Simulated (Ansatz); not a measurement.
Ansatz (an electronic-structure program) input (CCSD(T)/def2-SVPD):

Ansatz 0.2 input:
```yaml
crystal:
  periodic: [false, false, false]
  atoms:
    - {symbol: Li, position_ang: [-0.00000000, -0.00000000, -1.36098014]}
    - {symbol: Li, position_ang: [0.00000000, 0.00000000, 1.36098014]}
basis:
  gaussian:
    orbitals: def2-SVPD
total_charge: 1
magnetization: {spin_polarized: true, initial_magnetization: 1}
correlation: {method: ccsd_t, electrons: outside_noble_gas}
```

End of the output:

```
mean field evaluation 4: about -399.9360 eV, gradient 2.6e-1 eV
mean field evaluation 8: about -399.9386 eV, gradient 2.0e-4 eV
mean field evaluation 16: about -396.9008 eV, gradient 1.0e0 eV
mean field evaluation 32: about -394.5780 eV, gradient 6.8e0 eV
mean field -399.93855495 eV, -14.6974708064 hartree, gradient 8.4e-7 eV, S^2 0.750004; 2 other end points of the search recorded, 0 dependent functions left out
determinant -399.93855495 eV, -14.6974708064 hartree, with singles and doubles -399.93855495 eV, -14.6974708064 hartree
determinant -396.95348926 eV, -14.5877716655 hartree, with singles and doubles -396.95348926 eV, -14.5877716656 hartree
determinant -396.58326486 eV, -14.5741661699 hartree, with singles and doubles -396.58326486 eV, -14.5741661699 hartree
2 core orbitals not correlated
reference -399.93855495 eV, -14.6974708064 hartree; 1, 0 occupied and 21, 22 virtual orbitals, 334 factors
second order 0.00000000 eV of doubles, -0.00000000 eV of singles
coupled cluster: 0.05 GiB planned
cycle   1  -0.00000000 eV  change  -1.7e-15 eV  update   2.7e-9
perturbative correction 0.00000000 eV, 0.0000000000 hartree
Total energy: -399.93855495 eV, -14.6974708064 hartree
```

This state (charge 1, doublet) is run at the relaxed geometry of the species with charge 0 and multiplicity 1.
